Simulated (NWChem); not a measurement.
# Si2H6 (Si(SiH3)H3): levels of theory compared

We compute a comparison of 6 runs (HF/3-21G, HF/6-31+G*, PBE0/def2-SVP, SVWN5/6-31+G*, r2SCAN/def2-SVPD, CCSD(T)/STO-3G) of Si2H6 (Si(SiH3)H3). 

The results are computed with NWChem 7.3.0.

1 further run of the same task is left out (set aside as unsound or not needed).

### Step 1. The molecule

The species is Si2H6 (8 atoms), meant as a singlet with charge 0. SMILES: `[H][Si]([H])([H])[SiH3]`. Geometry: relaxed at GFN2-xTB.

Bond lengths: Si1–Si2 2.306 Å, Si2–H3 1.466 Å, Si2–H4 1.466 Å, Si2–H5 1.466 Å, Si1–H6 1.466 Å, Si1–H7 1.465 Å, Si1–H8 1.466 Å. Some angles: Si1–Si2–H3 112.6°, Si1–Si2–H4 112.5°, Si1–Si2–H5 112.6°, Si2–Si1–H6 112.4°, Si2–Si1–H7 112.6°, Si2–Si1–H8 112.4°, H3–Si2–H4 106.2°, H3–Si2–H5 106.2°, H4–Si2–H5 106.2°, H6–Si1–H7 106.3°.

### Step 2. Energy and forces at HF/3-21G (run 1)

Contents of struct.nw:

```
START struct
TITLE "H6Si2 gradient"
memory 2200 mb

GEOMETRY units angstroms noautosym nocenter noautoz
Si   -0.003820    0.008720   -1.153760
Si    0.003300   -0.007010    1.151760
H     0.787910    1.093190    1.720490
H     0.570390   -1.241800    1.702990
H    -1.342970    0.113550    1.719020
H     1.349220   -0.009830   -1.716900
H    -0.663510    1.194270   -1.706010
H    -0.700510   -1.151100   -1.717600
END

BASIS spherical bse
* library 3-21G
END

SCF
thresh 1e-08
maxiter 80
print medium
END

TASK scf gradient
```

On the command line:

```
$ nwchem struct.nw > struct.out
```

What it wrote:

```text
[...]
  functions       =    38
[...]
  wavefunction    = RHF
[...]
         Total SCF energy =   -578.237682160002
      One-electron energy =   -984.729653763285
      Two-electron energy =    314.580749411438
 Nuclear repulsion energy =     91.911222191844
        Time for solution =      0.8s
[...]
                         RHF ENERGY GRADIENTS
    atom               coordinates                        gradient
                 x          y          z           x          y          z
   1 Si     -0.007219   0.016478  -2.180290   -0.000143   0.000258   0.013415
   2 Si      0.006236  -0.013247   2.176511   -0.000131   0.000160  -0.014024
   3 H       1.488934   2.065830   3.251255   -0.005753  -0.008255   0.000099
   4 H       1.077881  -2.346662   3.218184   -0.004235   0.009051   0.000257
   5 H      -2.537845   0.214578   3.248477    0.010114  -0.000905   0.000046
   6 H       2.549656  -0.018576  -3.244471   -0.010142   0.000217   0.000082
   7 H      -1.253852   2.256843  -3.223891    0.005041  -0.009162   0.000044
   8 H      -1.323772  -2.175264  -3.245793    0.005248   0.008635   0.000082
[...]
```

Run time: 1.5 s. Hardware: 1 thread of Intel Xeon Platinum 8259CL at 2.50GHz (Skylake/Cascade Lake), shared host; peak memory 0.098 GiB.

### Step 3. Energy and forces at HF/6-31+G(d) (spherical functions) (run 2)

Contents of a.nw:

```
start a
memory stack 880 mb heap 220 mb global 1100 mb
charge 0

geometry units angstroms noautosym nocenter noautoz
Si    -0.003820     0.008720    -1.153760
Si     0.003300    -0.007010     1.151760
H      0.787910     1.093190     1.720490
H      0.570390    -1.241800     1.702990
H     -1.342970     0.113550     1.719020
H      1.349220    -0.009830    -1.716900
H     -0.663510     1.194270    -1.706010
H     -0.700510    -1.151100    -1.717600
end

basis spherical bse
* library 6-31+G*
end

scf
thresh 1e-08
maxiter 80
noprint "final vectors analysis"
end

task scf gradient
```

On the command line:

```
$ nwchem a.nw > a.out
```

What it wrote:

```text
[...]
  functions       =    56
[...]
  wavefunction    = RHF
[...]
         Total SCF energy =   -581.302889622281
      One-electron energy =   -988.610528961640
      Two-electron energy =    315.396417147515
 Nuclear repulsion energy =     91.911222191844
        Time for solution =      7.6s
[...]
                         RHF ENERGY GRADIENTS
    atom               coordinates                        gradient
                 x          y          z           x          y          z
   1 Si     -0.007219   0.016478  -2.180290   -0.000150   0.000271   0.015988
   2 Si      0.006236  -0.013247   2.176511   -0.000141   0.000193  -0.016666
   3 H       1.488934   2.065830   3.251255   -0.003511  -0.005131   0.001674
   4 H       1.077881  -2.346662   3.218184   -0.002631   0.005529   0.001787
   5 H      -2.537845   0.214578   3.248477    0.006286  -0.000554   0.001618
   6 H       2.549656  -0.018576  -3.244471   -0.006293   0.000168  -0.001466
   7 H      -1.253852   2.256843  -3.223891    0.003159  -0.005803  -0.001466
   8 H      -1.323772  -2.175264  -3.245793    0.003281   0.005326  -0.001470
[...]
```

Run time: 9.9 s. Hardware: 1 thread of Intel Xeon Platinum 8259CL at 2.50GHz (Skylake/Cascade Lake), shared host; peak memory 0.1 GiB.

Run 3 isn't shown in full; the table further down has it.

### Step 4. Energy and forces at SVWN5/6-31+G(d) (spherical functions) (run 4)

Contents of h6si2.nw:

```
start h6si2
title "H6Si2 SVWN5"
memory total 2200 mb
geometry units angstroms noautosym nocenter noautoz
 Si    -0.003820     0.008720    -1.153760
 Si     0.003300    -0.007010     1.151760
 H      0.787910     1.093190     1.720490
 H      0.570390    -1.241800     1.702990
 H     -1.342970     0.113550     1.719020
 H      1.349220    -0.009830    -1.716900
 H     -0.663510     1.194270    -1.706010
 H     -0.700510    -1.151100    -1.717600
end
basis spherical bse
 * library 6-31+G*
end
dft
 xc slater vwn_5
 mult 1
 grid xfine
 convergence energy 1e-08
 iterations 100
 mulliken
 print medium
end
task dft gradient
```

On the command line:

```
$ nwchem h6si2.nw > h6si2.out
```

What it wrote:

```text
[...]
          Wavefunction type:  closed shell.
          No. of atoms     :     8
          No. of electrons :    34
[...]
          Charge           :     0
          Spin multiplicity:     1
[...]
          AO basis - number of functions:    56
[...]
              XC Information
              --------------
                        Slater Exchange Functional  1.000 local
                      VWN V Correlation Functional  1.000 local
[...]
 d= 0,ls=0.0,diis     1   -580.1211051331 -6.72D+02  1.05D-02  2.27D-01     2.2
[...]
 d= 0,ls=0.0,diis     7   -580.1414058945 -1.80D-09  2.12D-07  2.00D-11     9.7
         Total DFT energy =     -580.141405894496
      One electron energy =     -988.912075398768
           Coulomb energy =      358.472929614700
    Exchange-Corr. energy =      -41.613482302272
 Nuclear repulsion energy =       91.911222191844
[...]
      Total Density - Mulliken Population Analysis
     ---------------------------------------------
    Atom       Charge   Shell Charges
 -----------   ------   -------------------------------------------------------
    1 Si  14    14.01   2.00  2.00  5.95  1.05  2.12  0.32  0.37 -0.00  0.09  0.11
    2 Si  14    14.01   2.00  2.00  5.95  1.05  2.12  0.32  0.38 -0.00  0.09  0.11
    3 H    1     1.00   0.48  0.52
    4 H    1     1.00   0.48  0.52
    5 H    1     1.00   0.48  0.52
    6 H    1     1.00   0.48  0.52
    7 H    1     1.00   0.48  0.52
    8 H    1     1.00   0.48  0.52
[...]
  wavefunction    = closed shell
                         DFT ENERGY GRADIENTS
    atom               coordinates                        gradient
                 x          y          z           x          y          z
   1 Si     -0.007219   0.016478  -2.180290   -0.000181   0.000354  -0.004842
   2 Si      0.006236  -0.013247   2.176511   -0.000080   0.000024   0.004331
   3 H       1.488934   2.065830   3.251255   -0.007587  -0.010816  -0.002634
   4 H       1.077881  -2.346662   3.218184   -0.005568   0.011942  -0.002429
   5 H      -2.537845   0.214578   3.248477    0.013254  -0.001161  -0.002676
   6 H       2.549656  -0.018576  -3.244471   -0.013319   0.000263   0.002765
   7 H      -1.253852   2.256843  -3.223891    0.006586  -0.011959   0.002722
   8 H      -1.323772  -2.175264  -3.245793    0.006895   0.011353   0.002763
[...]
```

It took 14 s on 1 thread of Intel Xeon Platinum 8259CL at 2.50GHz (Skylake/Cascade Lake), shared host; peak memory 0.14 GiB.

Run 5 isn't shown in full; the table further down has it.

### Step 5. The energy at CCSD(T)/STO-3G (run 6)

Contents of h6si2.nw:

```
start h6si2
memory 2200 mb
charge 0

geometry units bohr noautosym nocenter noautoz
Si -0.00721875  0.01647841 -2.18029041
Si  0.00623610 -0.01324698  2.17651096
H   1.48893411  2.06582970  3.25125490
H   1.07788088 -2.34666190  3.21818469
H  -2.53784549  0.21457840  3.24847700
H   2.54965628 -0.01857601 -3.24447078
H  -1.25385218  2.25684322 -3.22389167
H  -1.32377205 -2.17526374 -3.24579359
end

basis spherical bse
* library STO-3G
end

scf
thresh 1e-08
maxiter 80
end

ccsd
freeze core 10
maxiter 60
end

task ccsd(t) energy
```

On the command line:

```
$ nwchem h6si2.nw > h6si2.out
```

What it wrote:

```text
[...]
  functions       =    24
[...]
  wavefunction    = RHF
[...]
         Total SCF energy =   -574.701246229246
      One-electron energy =   -983.313177563015
      Two-electron energy =    316.700715684721
 Nuclear repulsion energy =     91.911215649048
        Time for solution =      0.7s
[...]
 Total MP2 energy:           -574.782415582635167
[...]
             energy      energy      error      ampl     ampl      Block
                                                time     time      time
[...]
 Total CCSD energy:           -574.821004666508543
[...]
 Total CCSD+T(CCSD) energy:           -574.821810434698136
[...]
 Total CCSD(T) energy:                -574.821791020160049
[...]
```

Wall time 3.6 s (1 thread of Intel Xeon Platinum 8259CL at 2.50GHz (Skylake/Cascade Lake), shared host); peak memory 0.1 GiB.

### Step 6. All runs side by side

```
run                                level  iteration cap   module  energy (Eh)  dipole moment (D)  HOMO energy (eV)  LUMO energy (eV)  wall time
  1                             HF/3-21G             80      scf  -578.237682               0.01            -11.41              3.91      1.5 s
  2     HF/6-31+G* (spherical functions)             80      scf  -581.302890               0.02                 –                 –      9.9 s
  3                        PBE0/def2-SVP            100      dft  -582.130892                  –                 –                 –       24 s
  4  SVWN5/6-31+G* (spherical functions)            100      dft  -580.141406               0.01             -7.59             -0.57       14 s
  5                     r2SCAN/def2-SVPD            100      dft  -582.328979               0.01             -7.84             -0.34       29 s
  6                       CCSD(T)/STO-3G             80  ccsd(t)  -574.821791                  –             -9.20             11.02      3.6 s
```

### Step 7. Summary of results

| quantity | value |
| --- | --- |
| run 6: total energy | -574.82179 Eh |
| run 6: HOMO energy (Hartree–Fock orbitals) | -9.20 eV |
| run 6: LUMO energy (Hartree–Fock orbitals) | 11.02 eV |
| run 6: HOMO–LUMO gap (Hartree–Fock orbitals) | 20.22 eV |
| run 6: correlation energy (10 core orbitals frozen) | -120.5 mEh |
| run 6: (T) correction | -0.79 mEh |

Over runs 1, 4, 5 the HOMO–LUMO gap runs from 7.02 eV (SVWN5/6-31+G*) to 15.31 eV (HF/3-21G). The two ends differ in method and basis. Totals of different functionals can't be ranked against each other. In run 6 the basis is minimal, so the values are rough. All runs together took 81 s, the longest 29 s.
